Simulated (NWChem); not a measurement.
# SiCl2 (SMILES Cl[Si]Cl): levels of theory compared

We compute a comparison of 4 runs (HF/cc-pVTZ, SVWN5/cc-pVTZ, MP2/cc-pVTZ, CCSD(T)/cc-pVTZ) of SiCl2. 

The calculation is run with NWChem 7.3.0.

**1. Starting point**

SiCl2: 3 atoms, total charge 0, spin state singlet. As SMILES, `Cl[Si]Cl`. The shape is that of a PBE0-D4/def2-TZVP optimisation.

Bond lengths: Cl1–Si2 2.077 Å, Si2–Cl3 2.077 Å. Angles: Cl1–Si2–Cl3 101.3°.

**2. Energy and gradient at HF/cc-pVTZ (run 1)**

File run.py:

```python
from ase import Atoms
from ase.calculators.nwchem import NWChem

atoms = Atoms(['Cl', 'Si', 'Cl'], positions=[
    [0.293800, 1.603800, 0.338000],
    [-0.770100, -0.010400, -0.422000],
    [0.476300, -1.593400, 0.084000],
])

calc = NWChem(
    label='work',
    theory='scf',
    memory='2200 mb',
    basis='cc-pVTZ',
    basispar='spherical bse',
    scf={'nopen': '0', 'rhf': None, 'thresh': '1e-08', 'maxiter': '80'},
)
atoms.calc = calc

forces = atoms.get_forces()
e = atoms.get_potential_energy()
print(f"E = {e:.6f} eV")
print("forces (eV/A):")
for s, f in zip(atoms.symbols, forces):
    print(f"{s:2s} {f[0]:10.5f} {f[1]:10.5f} {f[2]:10.5f}")
print("dipole (e A):", atoms.get_dipole_moment().round(4))
```

The run is started by

```console
$ export ASE_NWCHEM_COMMAND="nwchem PREFIX.nwi > PREFIX.nwo"
$ python run.py
```

Standard output:

```text
E = -32872.856712 eV
forces (eV/A):
Cl    0.05487    0.09215    0.04021
Si   -0.11956   -0.00247   -0.06561
Cl    0.06464   -0.08968    0.02540
dipole (e A): [-0.1965 -0.0026 -0.1077]
```

The calculator wrote work.nwi:

```
title "work"

permanent_dir work

scratch_dir work

start work

geometry units angstrom nocenter noautosym noautoz
  Cl 2.9380000000000001e-01 1.6037999999999999e+00 3.3800000000000002e-01
  Si -7.7010000000000001e-01 -1.0400000000000000e-02 -4.2199999999999999e-01
  Cl 4.7630000000000000e-01 -1.5933999999999999e+00 8.4000000000000005e-02
end

memory 2200 mb

basis spherical bse noprint
   * library cc-pVTZ
end

scf
  nopen 0
  rhf
  thresh 1e-08
  maxiter 80
end

task scf gradient
```

work.nwo:

```text
Northwest Computational Chemistry Package (NWChem) 7.3.0
             --------------------------------------------------------

           Job information
           ---------------

    nwchem branch   = 7.3.0
    use scalapack   = T
    input           = work.nwi
    prefix          = work.
    data base       = work/work.db
    status          = startup
    nproc           =        1

           Memory information
           ------------------

    heap     =     72089598 doubles =      550.0 Mbytes
    stack    =     72089595 doubles =      550.0 Mbytes
    global   =    144179200 doubles =     1100.0 Mbytes (distinct from heap & stack)
    total    =    288358393 doubles =     2200.0 Mbytes
    verify   = yes
    hardfail = no

[... 114 lines left out ...]
 Convergence threshold     :          1.000E-08
[... 12 lines left out ...]
       Final RHF  results
[... 3 lines left out ...]
      One-electron energy =  -2008.097334719788
[... 1 line left out ...]
 Nuclear repulsion energy =    168.862018575582
[... 42 lines left out ...]
                       ROHF Final Molecular Orbital Analysis
[... 218 lines left out ...]
                                       work

  wavefunction    =   RHF

                         RHF ENERGY GRADIENTS

    atom               coordinates                        gradient
                 x          y          z           x          y          z
   1 Cl      0.555201   3.030743   0.638727   -0.001067  -0.001792  -0.000782
   2 Si     -1.455278  -0.019653  -0.797464    0.002325   0.000048   0.001276
   3 Cl      0.900076  -3.011089   0.158737   -0.001257   0.001744  -0.000494

                 ----------------------------------------
                 |  Time  |  1-e(secs)   |  2-e(secs)   |
                 ----------------------------------------
                 |  CPU   |       0.01   |      31.93   |
                 ----------------------------------------
                 |  WALL  |       0.01   |      31.93   |
                 ----------------------------------------

 Task  times  cpu:      141.2s     wall:      141.2s
 Total times  cpu:      141.3s     wall:      141.3s
```

Run time: 2.4 min. Hardware: 1 thread of AMD EPYC 7R43 (Zen 3), shared host; peak memory 0.11 GiB.

**3. Energy and forces at SVWN5/cc-pVTZ (run 2)**

File run.py:

```python
from ase import Atoms
from ase.calculators.nwchem import NWChem

system = Atoms('ClSiCl', positions=[
    [0.293800, 1.603800, 0.338000],
    [-0.770100, -0.010400, -0.422000],
    [0.476300, -1.593400, 0.084000],
])

calc = NWChem(
    label='cl2si',
    theory='dft',
    memory='2200 mb',
    basis='cc-pVTZ',
    basispar='spherical bse',
    dft={'xc': 'slater vwn_5', 'mult': '1', 'grid': 'fine', 'convergence': 'energy 1e-08', 'iterations': '100', 'mulliken': None},
)
system.calc = calc

forces = system.get_forces()
e = system.get_potential_energy()
print(f"E = {e:.6f} eV")
print("forces (eV/A):")
for s, f in zip(system.symbols, forces):
    print(f"{s:2s} {f[0]:10.5f} {f[1]:10.5f} {f[2]:10.5f}")
print("dipole (e A):", system.get_dipole_moment().round(4))
```

The run is started by

```console
$ export ASE_NWCHEM_COMMAND="nwchem PREFIX.nwi > PREFIX.nwo"
$ python run.py
```

Standard output:

```text
E = -32814.403285 eV
forces (eV/A):
Cl    0.06849    0.06777    0.04494
Si   -0.14398   -0.00273   -0.07898
Cl    0.07549   -0.06505    0.03404
dipole (e A): [-0.1503 -0.002  -0.0823]
```

The calculator wrote cl2si.nwi:

```
title "cl2si"

permanent_dir cl2si

scratch_dir cl2si

start cl2si

geometry units angstrom nocenter noautosym noautoz
  Cl 2.9380000000000001e-01 1.6037999999999999e+00 3.3800000000000002e-01
  Si -7.7010000000000001e-01 -1.0400000000000000e-02 -4.2199999999999999e-01
  Cl 4.7630000000000000e-01 -1.5933999999999999e+00 8.4000000000000005e-02
end

memory 2200 mb

basis spherical bse noprint
   * library cc-pVTZ
end

dft
  xc slater vwn_5
  mult 1
  grid fine
  convergence energy 1e-08
  iterations 100
  mulliken
end

task dft gradient
```

cl2si.nwo:

```text
Northwest Computational Chemistry Package (NWChem) 7.3.0
             --------------------------------------------------------

           Job information
           ---------------

    nwchem branch   = 7.3.0
    use scalapack   = T
    input           = cl2si.nwi
    prefix          = cl2si.
    data base       = cl2si/cl2si.db
    status          = startup
    nproc           =        1

           Memory information
           ------------------

    heap     =     72089598 doubles =      550.0 Mbytes
    stack    =     72089595 doubles =      550.0 Mbytes
    global   =    144179200 doubles =     1100.0 Mbytes (distinct from heap & stack)
    total    =    288358393 doubles =     2200.0 Mbytes
    verify   = yes
    hardfail = no

[... 85 lines left out ...]
  convergence criterion.
[... 35 lines left out ...]
          Spatial weights used:  Erf1
[... 73 lines left out ...]
         Total DFT energy =    -1205.907088125936
[... 3 lines left out ...]
 Nuclear repulsion energy =      168.862018575582
[... 790 lines left out ...]
          Convergence on gradient requested:  5.00D-04
[... 22 lines left out ...]
          total energy or number of iterations.
[... 21 lines left out ...]
                                       cl2si

  charge          =   0.00
  wavefunction    = closed shell

                         DFT ENERGY GRADIENTS

    atom               coordinates                        gradient
                 x          y          z           x          y          z
   1 Cl      0.555201   3.030743   0.638727   -0.001332  -0.001318  -0.000874
   2 Si     -1.455278  -0.019653  -0.797464    0.002800   0.000053   0.001536
   3 Cl      0.900076  -3.011089   0.158737   -0.001468   0.001265  -0.000662

                 ----------------------------------------
                 |  Time  |  1-e(secs)   |  2-e(secs)   |
                 ----------------------------------------
                 |  CPU   |       0.01   |      30.27   |
                 ----------------------------------------
                 |  WALL  |       0.01   |      30.27   |
                 ----------------------------------------

 Task  times  cpu:       97.9s     wall:       97.9s
 Total times  cpu:       97.9s     wall:       97.9s
```

Run time: 99 s. Hardware: 1 thread of AMD EPYC 7R43 (Zen 3), shared host; peak memory 0.12 GiB.

Run 3 isn't shown in full; the table further down has it.

**4. A single-point energy at CCSD(T)/cc-pVTZ (run 4)**

File cl2si.nw:

```
start cl2si
title "Cl2Si ccsd(t)"
memory stack 880 mb heap 220 mb global 1100 mb
geometry units angstrom noautosym nocenter noautoz
Cl     0.293800     1.603800     0.338000
Si    -0.770100    -0.010400    -0.422000
Cl     0.476300    -1.593400     0.084000
end
basis "ao basis" spherical bse
* library cc-pVTZ
end
scf
thresh 1e-08
maxiter 80
end
ccsd
freeze core 15
maxiter 60
end
task ccsd(t) energy
```

The run is started by

```console
$ nwchem cl2si.nw > cl2si.out
```

Standard output:

```text
[...]
  functions       =   102
[...]
  wavefunction    = RHF
[...]
         Total SCF energy =  -1208.055212000081
      One-electron energy =  -2008.097334719798
      Two-electron energy =    631.180104144135
 Nuclear repulsion energy =    168.862018575582
        Time for solution =    107.2s
[...]
 Total MP2 energy:          -1208.525490412728232
[...]
             energy      energy      error      ampl     ampl      Block
                                                time     time      time
[...]
 Total CCSD energy:          -1208.564196566678902
[...]
 Total CCSD+T(CCSD) energy:          -1208.587946653943845
[...]
 Total CCSD(T) energy:               -1208.587505808803598
[...]
```

It took 6.4 min on 1 thread of AMD EPYC 7R43 (Zen 3), shared host; peak memory 0.25 GiB.

**5. The series**

```csv
run,level,iteration cap,module,energy (Eh),dipole moment (D),HOMO energy (eV),LUMO energy (eV),wall time
1,HF/cc-pVTZ,80,scf,-1208.055212,1.08,-10.20,0.32,2.4 min
2,SVWN5/cc-pVTZ,100,dft,-1205.907088,0.82,-6.78,-3.83,99 s
3,MP2/cc-pVTZ,80,mp2,-1208.525490,0.92,-10.20,0.32,4.6 min
4,CCSD(T)/cc-pVTZ,80,ccsd(t),-1208.587506,–,-10.20,0.32,6.4 min
```

**6. Results**

| quantity | value |
| --- | --- |
| run 4: total energy | -1208.58751 Eh |
| run 4: HOMO energy (Hartree–Fock orbitals) | -10.20 eV |
| run 4: LUMO energy (Hartree–Fock orbitals) | 0.32 eV |
| run 4: HOMO–LUMO gap (Hartree–Fock orbitals) | 10.51 eV |
| run 4: correlation energy (15 core orbitals frozen) | -532.3 mEh |
| run 4: (T) correction | -23.31 mEh |

In words: Below the HF energy at the same shape and in the same basis (cc-pVTZ): MP2 -470.3 mEh; CCSD(T) -532.3 mEh. Over runs 1, 2, 3 the dipole moment (its size) runs from 0.82 D (SVWN5/cc-pVTZ) to 1.08 D (HF/cc-pVTZ). All runs together took 15 min, the longest 6.4 min.
